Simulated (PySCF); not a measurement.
Phenazine radical anion, C₁₂H₈N₂ (charge -1 and doublet state).
SMILES with atom numbers: `[cH:1]1[cH:2][cH:3][c:4]2[n:5][c:6]3[cH:7][cH:8][cH:9][cH:10][c:11]3[n:12][c:13]2[cH:14]1` (hydrogens: H15 on C1; H16 on C2; H17 on C3; H18 on C7; H19 on C8; H20 on C9; H21 on C10; H22 on C14)

Computed with PySCF, PBE0-D3(BJ)/def2-SVP geometry optimisation, gas phase.

(1) What internal coordinates does the optimisation give?

Answers

(1) 
```csv
bond,length (Å)
"C1–C2, C8–C9",1.404
C3–C4 and 3 like bonds,1.416
C4–N5 and 3 like bonds,1.351
C1–C14 and 3 like bonds,1.390
"C4–C13, C6–C11",1.446
C1–H15 and 3 like bonds,1.095
C3–H17 and 3 like bonds,1.094
```

Bonds in one row agree within 0.01 Å and their mean is given. A selection of angles:
```csv
angle,degrees
C2–C1–C14,120.0
C2–C3–C4,121.6
C3–C4–N5,119.9
C3–C4–C13,118.4
N5–C4–C13,121.7
C4–N5–C6,116.6
```

C3 (carbon bonded to 2 C and H) is planar (angles 121.7°, 121.6° and 116.7°, sum 360.0°, 0.00 Å off the plane of its three neighbours). The 12 C–C bonds span 1.389 Å (C1–C14, aromatic) to 1.446 Å (C4–C13, aromatic), a spread of 0.057 Å. C1 (carbon bonded to 2 C and H) is planar (angles 120.1°, 120.0° and 119.9°, sum 360.0°, 0.00 Å off the plane of its three neighbours). C4 (carbon bonded to 2 C and N) is planar (angles 121.7°, 119.9° and 118.4°, sum 360.0°, 0.00 Å off the plane of its three neighbours). All 4 C–N bonds measure 1.350 to 1.351 Å. The 14 heavy atoms lie in one plane (0.000 Å rms).

Point group: D2h (tolerance 0.08 Å). Stationary, but not proved a minimum. ⟨S²⟩ = 0.765 (exact for a doublet: 0.75). Whether the extra electron is bound in the gas phase wasn't checked; a finite basis holds it in any case.
